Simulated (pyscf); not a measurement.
## Hydrogen abstraction: H₃Si–PH₂ + H• → H₃Si–PH• + H₂

Gas phase, doublet surface, charge 0. Bonds broken: P1–H3. Bonds formed: H3–H8. Single points on ωB97X-D3(BJ)/def2-SVP structures (PySCF, gas phase).

Transition state (Å):

```xyz
8

P     -1.3058    -1.3124    -0.5546
Si    -0.2041     0.4043     0.4097
H     -0.9286    -0.8971    -1.9131
H     -2.5487    -0.6160    -0.5974
H     -0.6362     0.4946     1.8337
H     -0.4644     1.7085    -0.2648
H      1.2559     0.1086     0.3577
H     -0.6576    -0.2564    -3.1104
```

One imaginary mode, 746i cm⁻¹; descent along it reached the two sides named.

```csv
bond,change,reactant side (Å),saddle,product side
P1–H3,breaks,1.424,1.470,3.1
H3–H8,forms,3.1,1.385,0.760
```

Electronic energies relative to the separated reactants (eV):

| level | barrier | reaction energy | reverse barrier |
|---|---|---|---|
| ωB97X-D3(BJ)/def2-TZVP | 0.13 | -0.91 | 1.04 |
| PBE/def2-TZVP | -0.03 | -0.93 | 0.90 |
| r²SCAN/def2-TZVP | -0.10 | -1.05 | 0.94 |
| B3LYP-D3(BJ)/def2-TZVP | -0.06 | -1.07 | 1.02 |
| PBE0-D3(BJ)/def2-TZVP | 0.02 | -0.90 | 0.92 |
| M06-2X/def2-TZVP | 0.15 | -1.00 | 1.14 |
| ωB97M-D3(BJ)/def2-TZVP | 0.12 | -0.93 | 1.05 |
| HF/def2-TZVP | 0.37 | -0.88 | 1.25 |

With ωB97M-D3(BJ)/def2-TZVP energies and thermal terms (ideal gas, 1 atm, RRHO with modes under 100 cm⁻¹ raised to 100, one conformer, R ln 2 for chiral ones without a mode under 150 cm⁻¹), in eV:

```tsv
T (K)	ΔH‡	ΔG‡	ΔH	ΔG
298	0.07	0.34	-0.90	-0.96
600	0.06	0.62	-0.90	-1.01
900	0.05	0.90	-0.92	-1.07
1200	0.04	1.19	-0.95	-1.11
```

At PBE, r²SCAN, B3LYP-D3(BJ) this geometry lies under the reactants; that is no barrier but a single point on another level's saddle; such a level's own saddle, if it has one, lies nearer that side and is low. One saddle was located; it need not be the lowest between these sides. The angle at the transferred H is 169°.
